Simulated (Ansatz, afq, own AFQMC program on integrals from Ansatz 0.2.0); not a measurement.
## Ru, quintet: AFQMC among the cluster methods

A free Ru atom.

Basis def2-SVP with its core potentials. Noble-gas cores (and the filled d shells of Ga–Kr and In–Xe) are frozen. Ansatz 0.2.0 and our own AFQMC program on the same integrals; the CISD trial comes from CCSD amplitudes, and released means the phaseless constraint is let go. Free AFQMC starts from the CCSD state and is never constrained. Its projection time is finite, and what remains of the start isn't in its error. Uncertainties: one standard error, sampling alone. No spin–orbit coupling. The metal's outer-core s and p shells are frozen, which shifts wave-function levels against functionals.

Determinant: UHF, the one that the program's search chose, which needn't be the lowest solution.

No full CI on the walks' own integrals is used here; CCSDTQ serves as the reference and is uncertain by about the last step of the cluster series.

Cautions: no spin-orbit coupling; outer-core shells of the metal frozen; the ph-AFQMC/HF walk drifts between its halves (2.8 errors).

The T1 diagnostic is 0.0113 and the weight of the determinant in the CISD state is 0.950. The ⟨S²⟩ of the determinant is 6.003 and the size of the correlated space is 8 electrons in 27 orbitals.

Reference: CCSDTQ, correlation energy -3.462 eV. The released energy is read at 1.50 1/Eh (meV from the phaseless value at times in 1/Eh: -1.5 ± 1.6 at 0.24, -3.1 ± 1.2 at 0.50, -4.1 ± 1.2 at 1.00, -7.0 ± 1.2 at 1.50).

```
         level  E − E(reference) (kJ/mol)  share of correlation (%)
            HF                      334.1                      0.00
           MP2                       26.9                     91.94
          CCSD                        8.9                     97.34
       CCSD(T)                        0.9                     99.72
         CCSDT                        0.1                     99.96
      CCSDT(Q)                        0.1                     99.97
   ph-AFQMC/HF                  7.2 ± 1.2                     97.85
 ph-AFQMC/CISD                  1.0 ± 0.2                     99.71
released AFQMC                  0.3 ± 0.1                     99.92
    free AFQMC                -0.1 ± 0.08                    100.03
```

CCSDT and higher add their correlation energy to the determinant of the CCSD(T) run, since their own runs factorise the integrals more tightly (a shift of under 2 meV). Free projections are given only where their last times agree within the noise and don't stop above the reference; a slow remainder of the start can still hide under it. A walk keeps the symmetry of its determinant, which the program's search chose and which needn't be the lowest solution, so a lower state of the same spin and another symmetry isn't excluded. Released energies are given only where the last usable release times agree within the noise; a slower fall can still hide under it.
